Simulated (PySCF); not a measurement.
C3H4O (triplet state).
Z-matrix (Å and degrees, PBE0-D3(BJ)/def2-SVP geometry), rows numbered from 1:
```
C 
C   1  1.4581
C   2  1.4184  1  134.82
O   3  1.2231  2  126.34  1  -179.71
H   1  1.1041  2  111.36  3  -120.33
H   1  1.1066  2  111.30  3     0.11
H   1  1.1040  2  111.40  3   120.57
H   3  1.1257  2  113.21  1     0.24
```

The hyperfine couplings belong to this conformer and change with its torsions.

As a line formula: `C[C]C=O` [triplet].

Level of theory: UKS B3LYP, IGLO-III on C O, pcH-1 on H, non-relativistic, mean-field spin-orbit, GIAO in PySCF 2.14.0. The structure is a single PBE0-D3(BJ)/def2-SVP conformer in the gas phase; no vibrational or solvent corrections. This triplet need not be the ground state; the singlet was not compared here. Stability of the SCF solution: not tested.

Principal values of hyperfine tensors in MHz (contact and dipolar terms together), for some of the nuclei:

```json
{"atom": "C2", "isotope": "13C", "A1": "119.17", "A2": "211.58", "A3": "229.42"}
{"atom": "H6", "isotope": "1H", "A1": "65.85", "A2": "67.95", "A3": "76.98"}
{"atom": "H8", "isotope": "1H", "A1": "48.70", "A2": "52.16", "A3": "61.43"}
{"atom": "C3", "isotope": "13C", "A1": "-25.20", "A2": "-16.40", "A3": "-5.42"}
{"atom": "O4", "isotope": "17O", "A1": "-65.00", "A2": "9.67", "A3": "12.70"}
{"atom": "C1", "isotope": "13C", "A1": "-6.73", "A2": "-5.10", "A3": "2.01"}
```

Give the isotropic coupling of each nucleus in MHz and in mT (g = 2.0037), and the anisotropic part.

a_iso is a third of the trace, T = A − a_iso, and a(mT) = a(MHz)/(g × 13.996).

| atom | a_iso (MHz) | a_iso (mT) | T1 | T2 | T3 |
| --- | --- | --- | --- | --- | --- |
| C2 | 186.73 | 6.658 | -67.55 | 24.86 | 42.70 |
| H6 | 70.26 | 2.505 | -4.41 | -2.31 | 6.72 |
| H8 | 54.10 | 1.929 | -5.40 | -1.94 | 7.33 |
| C3 | -15.68 | -0.559 | -9.53 | -0.73 | 10.25 |
| O4 | -14.21 | -0.507 | -50.79 | 23.88 | 26.91 |
| C1 | -3.27 | -0.117 | -3.45 | -1.82 | 5.28 |

What spin density at the nucleus of H6 lies behind its contact coupling (g_N = 5.58569)?

a_FC = (2μ0/3) gₑ μB g_N μN ρ(0)/(2S·h) = 800.24 MHz × g_N × ρ(0)/(2S), with ρ in bohr⁻³. With a_FC = 70.26 MHz and 2S = 2, ρ(0) = 0.03144 bohr⁻³. In magnitude that is 9.9 % of the 1/π = 0.318 of a free hydrogen atom.

H5 (1H, g_N = 5.58569) isn't in the table. Its spin density at the nucleus is 0.02678 bohr⁻³. What is its contact coupling?

By the same relation, a_FC = 59.9 MHz. Its full tensor has the principal values 54.68, 55.96, 68.91 MHz.

Name the largest traceless tensor T of the table and describe it.

C2: -67.6, 24.9, 42.7 MHz, rhombic: the two smaller values differ by 26 % of the largest.
